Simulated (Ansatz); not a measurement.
# BiOBr (P4/nmm, No. 129)

Computed with r²SCAN0 (PAW; Ansatz, a program for electronic structure).

Settings: plane-wave cutoff 520 eV, 6×6×4 k mesh (along the axes of the cell as run), Fermi–Dirac smearing 0.01 eV, scalar-relativistic PAW data made under PBE.

Cell (measured lattice):

```cif
data_Bi2Br2O2
_chemical_formula_sum 'Bi2 O2 Br2'
_space_group_name_H-M_alt 'P 1'
_space_group_IT_number 1
_cell_length_a 3.91600
_cell_length_b 3.91600
_cell_length_c 8.07700
_cell_angle_alpha 90.000
_cell_angle_beta 90.000
_cell_angle_gamma 90.000
loop_
_space_group_symop_operation_xyz
  'x, y, z'
loop_
_atom_site_label
_atom_site_type_symbol
_atom_site_fract_x
_atom_site_fract_y
_atom_site_fract_z
_atom_site_occupancy
Bi1 Bi 0.00000 0.50000 0.15400 1
Bi2 Bi 0.50000 0.00000 0.84600 1
O1 O 0.00000 0.00000 0.00000 1
O2 O 0.50000 0.50000 0.00000 1
Br1 Br 0.00000 0.50000 0.65300 1
Br2 Br 0.50000 0.00000 0.34700 1
```

```yaml
band_gap: 3.98 eV
smallest_direct_gap_on_the_k_points_sampled: 4.22 eV
direct gap at Γ: 5.01 eV
```

Note: cell and atoms aren't relaxed at this level (largest force component 0.34 eV/Å, pressure -0.7 GPa).

Spin–orbit coupling is not included; with these elements it can move the gap by several tenths of an eV or more.

Computed values are for the static lattice.
